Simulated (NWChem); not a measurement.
**CH4S2 (methyl hydrodisulfide): levels of theory compared**

Aim: a comparison of 4 runs (B3LYP/aug-cc-pVDZ, PBE0/aug-cc-pVDZ, r2SCAN/aug-cc-pVDZ, M06-L/aug-cc-pVDZ) of CH4S2 (methyl hydrodisulfide). 

Program for the calculation: NWChem 7.3.0.

## Step 1: The molecule

CH4S2: 7 atoms, total charge 0, spin state singlet. SMILES: `CSS`. The coordinates come from a PBE0-D4/def2-TZVP relaxation. This is one conformer, not always the lowest.

Bond lengths: C1–S2 1.802 Å, S2–S3 2.037 Å, C1–H4 1.090 Å, C1–H5 1.089 Å, C1–H6 1.093 Å, S3–H7 1.349 Å. Angles: C1–S2–S3 103.0°, S2–C1–H4 111.1°, S2–C1–H5 110.8°, S2–C1–H6 106.0°, S2–S3–H7 99.3°, H4–C1–H5 110.4°, H4–C1–H6 109.2°, H5–C1–H6 109.3°.

## Step 2: Energy and gradient at B3LYP/aug-cc-pVDZ (run 1)

ch4s2.xyz

```xyz
7

C     -0.757700     0.531000    -0.254500
S      0.410700     0.313400     1.100600
S      1.938900    -0.712100     0.227800
H     -1.170500    -0.425600    -0.574100
H     -0.285300     1.039300    -1.094100
H     -1.562500     1.156200     0.139800
H      1.487600    -1.970200     0.408600
```

run.py

```python
from ase.io import read
from ase.calculators.nwchem import NWChem

atoms = read('ch4s2.xyz')

calc = NWChem(
    label='ch4s2',
    theory='dft',
    memory='2200 mb',
    basis='aug-cc-pVDZ',
    basispar='spherical bse',
    dft={'xc': 'b3lyp', 'mult': '1', 'grid': 'fine', 'convergence': 'energy 1e-08', 'iterations': '100', 'mulliken': None, 'print': 'low'},
)
atoms.calc = calc

forces = atoms.get_forces()
print("Total energy (eV):", round(atoms.get_potential_energy(), 6))
print("forces (eV/A):")
for s, f in zip(atoms.symbols, forces):
    print(f"{s:2s} {f[0]:10.5f} {f[1]:10.5f} {f[2]:10.5f}")
```

On the command line:

```sh
$ export ASE_NWCHEM_COMMAND="nwchem PREFIX.nwi > PREFIX.nwo"
$ python run.py
```

The log of the run:

```text
Total energy (eV): -22774.328939
forces (eV/A):
C    -0.26488    0.04859   -0.29691
S    -0.38109    0.48275    0.96612
S     0.96401   -0.20271   -0.49885
H    -0.10752   -0.19381   -0.08490
H     0.07760    0.11483   -0.19468
H    -0.17905    0.13236    0.06459
H    -0.10907   -0.38201    0.04458
```

The calculator wrote ch4s2.nwi:

```
title "ch4s2"

permanent_dir ch4s2

scratch_dir ch4s2

start ch4s2

geometry units angstrom nocenter noautosym noautoz
  C  -7.5770000000000004e-01 5.3100000000000003e-01 -2.5450000000000000e-01
  S  4.1070000000000001e-01 3.1340000000000001e-01 1.1006000000000000e+00
  S  1.9389000000000001e+00 -7.1209999999999996e-01 2.2780000000000000e-01
  H  -1.1705000000000001e+00 -4.2559999999999998e-01 -5.7410000000000005e-01
  H  -2.8530000000000000e-01 1.0392999999999999e+00 -1.0941000000000001e+00
  H  -1.5625000000000000e+00 1.1561999999999999e+00 1.3980000000000001e-01
  H  1.4876000000000000e+00 -1.9702000000000000e+00 4.0860000000000002e-01
end

memory 2200 mb

basis spherical bse noprint
   * library aug-cc-pVDZ
end

dft
  xc b3lyp
  mult 1
  grid fine
  convergence energy 1e-08
  iterations 100
  mulliken
  print low
end

task dft gradient
```

ch4s2.nwo:

```text
Northwest Computational Chemistry Package (NWChem) 7.3.0
             --------------------------------------------------------

           Job information
           ---------------

    nwchem branch   = 7.3.0
    use scalapack   = T
    input           = ch4s2.nwi
    prefix          = ch4s2.
    data base       = ch4s2/ch4s2.db
    status          = startup
    nproc           =        1

           Memory information
           ------------------

[... 5 lines left out ...]
    hardfail = no
[... 40 lines left out ...]
            Nuclear Dipole moment (a.u.)
[... 90 lines left out ...]
         Total DFT energy =     -836.941158337901
[... 1 line left out ...]
           Coulomb energy =      523.395583614709
[... 1 line left out ...]
 Nuclear repulsion energy =      150.145623306126
[... 45 lines left out ...]
 Task  times  cpu:      106.9s     wall:      106.9s
 Total times  cpu:      107.0s     wall:      107.0s
```

Run time: 1.8 min. Hardware: 1 thread of Intel Xeon Platinum 8259CL at 2.50GHz (Skylake/Cascade Lake), shared host; peak memory 0.13 GiB.

## Step 3: Energy and forces at PBE0/aug-cc-pVDZ (run 2)

ch4s2.xyz, as its differences from that of step 2:

```diff
@@ -1,3 +1,3 @@
 7
-
+CH4S2 PBE0
 C     -0.757700     0.531000    -0.254500
```

ch4s2.nw

```
start ch4s2
title "CH4S2 PBE0"
memory 2200 mb

geometry noautosym nocenter noautoz
load ch4s2.xyz
end

basis spherical bse
* library aug-cc-pVDZ
end

dft
xc pbe0
grid fine
convergence energy 1e-08
maxiter 100
mulliken
print low
end

task dft gradient
```

On the command line:

```sh
$ nwchem ch4s2.nw > ch4s2.out
```

The log of the run:

```text
[...]
 d= 0,ls=0.0,diis     1   -836.5503226355 -9.87D+02  6.51D-03  2.54D-01    10.9
[...]
 d= 0,ls=0.0,diis    10   -836.5793830199 -1.69D-10  9.50D-08  9.39D-11    81.2
         Total DFT energy =     -836.579383019907
      One electron energy =    -1452.176424498804
           Coulomb energy =      523.420069842913
    Exchange-Corr. energy =      -57.968651670142
 Nuclear repulsion energy =      150.145623306127
[...]
                         DFT ENERGY GRADIENTS
    atom               coordinates                        gradient
                 x          y          z           x          y          z
   1 C      -1.431845   1.003444  -0.480935    0.000857   0.000232   0.001660
   2 S       0.776110   0.592240   2.079832    0.005745  -0.005666  -0.010349
   3 S       3.663990  -1.345674   0.430480   -0.011907   0.000343   0.006606
   4 H      -2.211924  -0.804267  -1.084892    0.001833   0.003848   0.001222
   5 H      -0.539139   1.963992  -2.067549   -0.001905  -0.002294   0.003418
   6 H      -2.952697   2.184901   0.264184    0.003128  -0.002488  -0.001538
   7 H       2.811156  -3.723138   0.772142    0.002250   0.006026  -0.001019
 Task  times  cpu:      106.8s     wall:      106.8s
 Total times  cpu:      106.8s     wall:      106.8s
```

Wall time 1.8 min (1 thread of Intel Xeon Platinum 8259CL at 2.50GHz (Skylake/Cascade Lake), shared host); peak memory 0.13 GiB.

## Step 4: Energy and forces at r2SCAN/aug-cc-pVDZ (run 3)

job.nw

```
start job
memory stack 880 mb heap 220 mb global 1100 mb
charge 0

geometry units angstroms noautosym nocenter noautoz
 C     -0.757700     0.531000    -0.254500
 S      0.410700     0.313400     1.100600
 S      1.938900    -0.712100     0.227800
 H     -1.170500    -0.425600    -0.574100
 H     -0.285300     1.039300    -1.094100
 H     -1.562500     1.156200     0.139800
 H      1.487600    -1.970200     0.408600
end

basis spherical bse
 * library aug-cc-pVDZ
end

dft
 xc r2scan
 grid fine
 convergence energy 1e-08
 iterations 100
 mulliken
 print low
end

task dft gradient
```

On the command line:

```sh
$ nwchem job.nw > job.out
```

The log of the run:

```text
[...]
 d= 0,ls=0.0,diis     1   -836.7959573329 -9.87D+02  7.27D-03  2.58D-01    11.4
[...]
 d= 0,ls=0.0,diis    10   -836.8247795763 -1.13D-09  2.52D-07  9.80D-10    87.4
         Total DFT energy =     -836.824779576337
      One electron energy =    -1452.116009729212
           Coulomb energy =      523.357017859974
    Exchange-Corr. energy =      -58.211411013226
 Nuclear repulsion energy =      150.145623306126
[...]
                         DFT ENERGY GRADIENTS
    atom               coordinates                        gradient
                 x          y          z           x          y          z
   1 C      -1.431845   1.003444  -0.480935    0.002753  -0.000206   0.003706
   2 S       0.776110   0.592240   2.079832    0.005541  -0.006818  -0.013928
   3 S       3.663990  -1.345674   0.430480   -0.014348   0.000469   0.007735
   4 H      -2.211924  -0.804267  -1.084892    0.002067   0.004258   0.001435
   5 H      -0.539139   1.963992  -2.067549   -0.002015  -0.002496   0.003781
   6 H      -2.952697   2.184901   0.264184    0.003444  -0.002714  -0.001648
   7 H       2.811156  -3.723138   0.772142    0.002557   0.007507  -0.001081
 Task  times  cpu:      117.7s     wall:      117.7s
 Total times  cpu:      117.8s     wall:      117.8s
```

It took 2 min on 1 thread of Intel Xeon Platinum 8259CL at 2.50GHz (Skylake/Cascade Lake), shared host; peak memory 0.13 GiB.

## Step 5: Energy and gradient at M06-L/aug-cc-pVDZ (run 4)

run.py

```python
from ase import Atoms
from ase.calculators.nwchem import NWChem

molecule = Atoms(['C', 'S', 'S', 'H', 'H', 'H', 'H'], positions=[
    [-0.757700, 0.531000, -0.254500],
    [0.410700, 0.313400, 1.100600],
    [1.938900, -0.712100, 0.227800],
    [-1.170500, -0.425600, -0.574100],
    [-0.285300, 1.039300, -1.094100],
    [-1.562500, 1.156200, 0.139800],
    [1.487600, -1.970200, 0.408600],
])

calc = NWChem(
    label='mol',
    theory='dft',
    memory='2200 mb',
    basis='aug-cc-pVDZ',
    basispar='spherical bse',
    dft={'xc': 'm06-l', 'mult': '1', 'grid': 'fine', 'convergence': 'energy 1e-08', 'iterations': '100', 'mulliken': None},
)
molecule.calc = calc

forces = molecule.get_forces()
print(f"energy = {molecule.get_potential_energy():.6f} eV")
print("forces (eV/A):")
for s, f in zip(molecule.symbols, forces):
    print(f"{s:2s} {f[0]:10.5f} {f[1]:10.5f} {f[2]:10.5f}")
print("dipole (e A):", molecule.get_dipole_moment().round(4))
```

On the command line:

```sh
$ export ASE_NWCHEM_COMMAND="nwchem PREFIX.nwi > PREFIX.nwo"
$ python run.py
```

The log of the run:

```text
energy = -22773.133353 eV
forces (eV/A):
C    -0.05538    0.00576   -0.06628
S    -0.25351    0.27418    0.52846
S     0.56821   -0.02669   -0.31378
H    -0.09493   -0.14923   -0.07307
H     0.05358    0.09652   -0.15751
H    -0.12069    0.08875    0.03548
H    -0.09724   -0.28930    0.04669
dipole (e A): [-0.3079 -0.1005 -0.2064]
```

The calculator wrote mol.nwi:

```
title "mol"

permanent_dir mol

scratch_dir mol

start mol

geometry units angstrom nocenter noautosym noautoz
  C  -7.5770000000000004e-01 5.3100000000000003e-01 -2.5450000000000000e-01
  S  4.1070000000000001e-01 3.1340000000000001e-01 1.1006000000000000e+00
  S  1.9389000000000001e+00 -7.1209999999999996e-01 2.2780000000000000e-01
  H  -1.1705000000000001e+00 -4.2559999999999998e-01 -5.7410000000000005e-01
  H  -2.8530000000000000e-01 1.0392999999999999e+00 -1.0941000000000001e+00
  H  -1.5625000000000000e+00 1.1561999999999999e+00 1.3980000000000001e-01
  H  1.4876000000000000e+00 -1.9702000000000000e+00 4.0860000000000002e-01
end

memory 2200 mb

basis spherical bse noprint
   * library aug-cc-pVDZ
end

dft
  xc m06-l
  mult 1
  grid fine
  convergence energy 1e-08
  iterations 100
  mulliken
end

task dft gradient
```

mol.nwo:

```text
Northwest Computational Chemistry Package (NWChem) 7.3.0
             --------------------------------------------------------

           Job information
           ---------------

    nwchem branch   = 7.3.0
    use scalapack   = T
    input           = mol.nwi
    prefix          = mol.
    data base       = mol/mol.db
    status          = startup
    nproc           =        1

           Memory information
           ------------------

[... 5 lines left out ...]
    hardfail = no
[... 105 lines left out ...]
  convergence criterion.
[... 39 lines left out ...]
          Spatial weights used:  Erf1
[... 32 lines left out ...]
 1-e energy   =   -1449.816473
[... 46 lines left out ...]
           Coulomb energy =      523.591524532503
[... 865 lines left out ...]
          Convergence on density requested:  1.00D-05
[... 25 lines left out ...]
          total energy or number of iterations.
[... 38 lines left out ...]
                 ----------------------------------------
                 |  Time  |  1-e(secs)   |  2-e(secs)   |
                 ----------------------------------------
                 |  CPU   |       0.02   |      22.63   |
                 ----------------------------------------
                 |  WALL  |       0.02   |      22.63   |
                 ----------------------------------------

 Task  times  cpu:      127.0s     wall:      127.0s
 Total times  cpu:      127.0s     wall:      127.0s
```

Wall time 2.1 min (1 thread of Intel Xeon Platinum 8259CL at 2.50GHz (Skylake/Cascade Lake), shared host); peak memory 0.13 GiB.

## Step 6: The series

```tsv
run	level	energy (Eh)	largest force (eV/Å)	wall time
1	B3LYP/aug-cc-pVDZ	-836.941158	1.145	1.8 min
2	PBE0/aug-cc-pVDZ	-836.579383	0.700	1.8 min
3	r2SCAN/aug-cc-pVDZ	-836.824780	0.847	2 min
4	M06-L/aug-cc-pVDZ	-836.897221	0.650	2.1 min
```

## Step 7: Results

```
                       quantity          value
            run 4: total energy  -836.89722 Eh
           run 4: dipole moment         1.84 D
             run 4: HOMO energy       -5.97 eV
             run 4: LUMO energy       -1.35 eV
           run 4: HOMO–LUMO gap        4.62 eV
run 4: largest force on an atom     0.650 eV/Å
```

What this shows: Totals of different functionals can't be ranked against each other. All runs together took 7.7 min, the longest 2.1 min.
